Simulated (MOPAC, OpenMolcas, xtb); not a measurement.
# A ladder of methods for C2H7Al (SMILES [CH3][AlH][CH3])

C2H7Al has 10 atoms, charge 0, and is taken as a singlet. SMILES: `[CH3][AlH][CH3]`. The coordinates come from a PBE0-D4/def2-TZVP relaxation.

Quantity: the HOMO–LUMO gap, in eV. The values are calculated.

```
           level            kind     program  value (eV)
             AM1  semi-empirical       MOPAC        9.66
        GFN1-xTB  semi-empirical         xtb        5.59
    HF/def2-SVPD    Hartree–Fock  OpenMolcas       12.44
 SVWN5/def2-SVPD             LDA  OpenMolcas        4.78
  BLYP/def2-SVPD             GGA  OpenMolcas        4.86
  TPSS/def2-SVPD        meta-GGA  OpenMolcas        5.18
 BHLYP/def2-SVPD   global hybrid  OpenMolcas        8.92
B2PLYP/def2-SVPD   double hybrid  OpenMolcas        9.12
```

The values span 4.78 to 12.44 eV. Orbital gaps aren't excitation energies, and those of double hybrids come from the SCF part alone; they tend to grow with the share of exact exchange.
